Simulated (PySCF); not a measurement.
Parents of the type SiH3-X, H atom removed and the species left after one step. Gas-phase values, no solvent. One relaxed conformer stands for each flexible species; it need not be the lowest. Strings in code marks are SMILES.

The dipole moment from two functionals at the same geometries (r2SCAN-D4/def2-TZVP), both in PySCF: PBE-D3(BJ)/def2-TZVP and r2SCAN-D4/def2-TZVP. 

| species | PBE-D3(BJ)/def2-TZVP (D) | r2SCAN-D4/def2-TZVP (D) |
|---|---|---|
| X = H, H atom removed (`[SiH3]`) | 0.01 | 0.05 |
| X = ethyl, parent (`CC[SiH3]`) | 0.94 | 0.94 |
| X = fluoro, H atom removed (`F[SiH2]`) | 1.09 | 1.14 |
| X = chloro, parent (`[SiH3]Cl`) | 1.17 | 1.22 |
| X = trifluoromethyl, parent (`FC(F)(F)[SiH3]`) | 2.00 | 2.12 |
| X = boryl, parent (`B[SiH3]`) | 0.29 | 0.34 |

Over these rows, drawn at random from the members with no instability flagged (it was tested for open shells, ions and some series alone), PBE minus r2SCAN-D4: mean -0.05 D, from -0.12 D to 0.00 D.
